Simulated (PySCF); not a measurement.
## Property card for n-PeOH (`CCCCCO`)

Compound: n-PeOH, C5H12O.
Cartesian coordinates in Å at the GFN2-xTB level; atoms count from 1:
```
atom  x, y, z in Å
C1     2.7416    0.1565    0.4140
C2     1.4215    0.6208   -0.1894
C3     0.2574   -0.2824    0.2129
C4    -1.0627    0.1873   -0.3913
C5    -2.2306   -0.7103    0.0180
O6    -3.4529   -0.3105   -0.5559
H7     2.9798   -0.8520    0.0834
H8     2.6871    0.1568    1.5006
H9     3.5512    0.8165    0.1114
H10    1.2140    1.6423    0.1381
H11    1.5061    0.6334   -1.2784
H12    0.1710   -0.2973    1.3023
H13    0.4606   -1.3038   -0.1159
H14   -0.9900    0.1943   -1.4811
H15   -1.2679    1.2115   -0.0641
H16   -2.0645   -1.7309   -0.3344
H17   -2.3118   -0.7345    1.1156
H18   -3.6184    0.6085   -0.3173
```

Structural features include: alcohol.

GFN2-xTB geometry:

```yaml
Rotational_constants_A_B_C_of_the_GFN2-xTB_geometry: 15.636, 1.148, 1.109 GHz
```

**PBE0/pcSseg-1 ground state and GIAO shieldings, non-relativistic (PySCF)**

```yaml
Dipole_moment: 1.78 D
HOMO_energy: -7.59 eV
LUMO_energy: 1.40 eV
HOMO–LUMO_gap: 8.99 eV
Lowest_Hirshfeld_atomic_charge: -0.24 e on O6
Highest_Hirshfeld_atomic_charge: +0.16 e on H18
13C_chemical_shifts_computed_TMS_as_zero_by_class: 69.4 (C5), 41.4 (C4), 32.2 (C3), 28.8 (C2), 17.3 (C1) ppm
1H_chemical_shifts_computed_TMS_as_zero_by_class: 3.86 (H16/H17), 1.48 (H14/H15), 1.35 (H10/H11), 1.05 (H7/H8/H9), 1.03 (H12/H13), -0.04 (H18) ppm
Isotropic_shieldings_of_nuclei_other_than_C_and_H_by_class: 290 (O6) ppm
Mayer_bond_orders_between_heavy_atoms: C1–C2 1.06, C2–C3 1.03, C3–C4 1.03, C4–C5 1.04, C5–O6 0.94
```

Monoisotopic mass (most abundant isotopes): 88.0888 u.

The rotational constants make it an asymmetric top with κ = (2B − A − C)/(A − C) = -0.99, nearer the prolate limit (−1). With B = h/(8π²I), that is 505.379 GHz u Å² over I, the principal moments of inertia are 32.3, 440.1 and 455.6 u Å² (most abundant isotopes); the inertial defect Ic − Ia − Ib is -16.8 u Å² (zero for a rigid planar frame, negative otherwise). The dipole matches unit charges of opposite sign 0.37 Å apart (1 e·Å = 4.8032 D).

Isolated species at its GFN2-xTB geometry (one conformer only). NMR classes are plain means over equivalent atoms (diastereotopic ones count apart unless rotation or inversion swaps them), as if these changed places fast; in this geometry the members of some classes differ.
